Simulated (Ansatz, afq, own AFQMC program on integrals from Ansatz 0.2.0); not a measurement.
**BH3⁻, doublet: a scan with AFQMC**

```xyz
4

B     0.0000    0.0000    0.0000
H     1.3495    0.0162    0.0036
H    -0.6888    1.1606   -0.0040
H    -0.6607   -1.1768    0.0004
```

All coordinates are scaled about the centre. Energies in eV count from this geometry (1.110) at the same level; the start stands on UHF, each point on the determinant named.

Basis aug-cc-pVDZ. Only valence electrons are correlated. Integrals, coupled cluster, full CI and functionals: Ansatz 0.2.0; the random walks run on the same integrals in our own AFQMC program. ph-AFQMC/CISD is guided by a CISD state made of CCSD amplitudes; releasing the constraint for a short imaginary time cuts its bias at the price of noise, slowly where states lie close. Uncertainties: one standard error, sampling alone.

Cautions, each for one point or more: higher spins were not checked; strong correlation; unrestricted determinant spin contaminated; walk and cluster series may follow different spin states.

```json
{"scale of all distances": "1.301", "det.": "UHF", "T1": "0.025", "weight": "0.89", "⟨S²⟩": "0.79", "PBE0": "2.037", "PBE": "1.908", "CCSD(T)": "1.957"}
{"scale of all distances": "1.510", "det.": "UHF", "T1": "0.061", "weight": "0.81", "⟨S²⟩": "0.98", "PBE0": "4.691", "PBE": "4.392", "CCSD(T)": "4.474"}
{"scale of all distances": "1.730", "det.": "UHF†¶", "T1": "0.072", "weight": "0.78", "⟨S²⟩": "1.22", "PBE0": "6.584", "PBE": "6.222", "CCSD(T)": "6.356"}
{"scale of all distances": "2.013", "det.": "UHF†¶", "T1": "0.093", "weight": "0.72", "⟨S²⟩": "1.67", "PBE0": "7.936§", "PBE": "7.526", "CCSD(T)": "7.605"}
```

Task: Estimate the curve of phaseless AFQMC with a CISD trial, counted from the same start.

Result: 
```json
{"scale of all distances": "1.301", "det.": "UHF", "T1": "0.025", "weight": "0.89", "⟨S²⟩": "0.79", "ph-AFQMC/CISD": "1.956 ± 0.016", "released AFQMC": "1.945 ± 0.019*", "CCSDT(Q)": "1.944"}
{"scale of all distances": "1.510", "det.": "UHF", "T1": "0.061", "weight": "0.81", "⟨S²⟩": "0.98", "ph-AFQMC/CISD": "4.476 ± 0.017", "released AFQMC": "–", "CCSDT(Q)": "4.428"}
{"scale of all distances": "1.730", "det.": "UHF†¶", "T1": "0.072", "weight": "0.78", "⟨S²⟩": "1.22", "ph-AFQMC/CISD": "6.332 ± 0.017", "released AFQMC": "6.257 ± 0.025*", "CCSDT(Q)": "6.270"}
{"scale of all distances": "2.013", "det.": "UHF†¶", "T1": "0.093", "weight": "0.72", "⟨S²⟩": "1.67", "ph-AFQMC/CISD": "7.595 ± 0.022", "released AFQMC": "7.505 ± 0.033*", "CCSDT(Q)": "7.473"}
```

Weight is that of the determinant in the CISD state; at the start T1 is 0.017 and the weight 0.91, and ⟨S²⟩ is 0.76. ¶ marks points with a poor determinant and no full CI, where no value is sure; they don't count among the departures. An asterisk marks released energies that aren't shown to be converged. A dagger marks points whose determinant fills other symmetries than the start's, so the wave-function levels may follow another state there, or a degenerate partner. A dash marks a missing value, a released energy that hasn't settled or a functional that sits on another state. § marks a functional whose ⟨S²⟩ is too high by over 0.1. Largest departures from phaseless AFQMC with a CISD trial: CCSD(T) -0.002 eV at 1.510 (on UHF) (within the noise), CCSDT(Q) -0.049 eV at 1.510 (on UHF), PBE0 0.215 eV at 1.510, PBE -0.084 eV at 1.510. The walk's constraint bias lies outside its error bars, so these are departures and not errors. Functionals count only at points shown to share the start's state and spin. In this small basis the wave-function levels are far from their limit, so their gap to the functionals isn't the functionals' error.

CCSDT and higher add their correlation energy to the determinant of the CCSD(T) run, since their own runs factorise the integrals more tightly (a shift of under 2 meV). A walk keeps the symmetry of its determinant, which the program's search chose and which needn't be the lowest solution, so a lower state of the same spin and another symmetry isn't excluded.
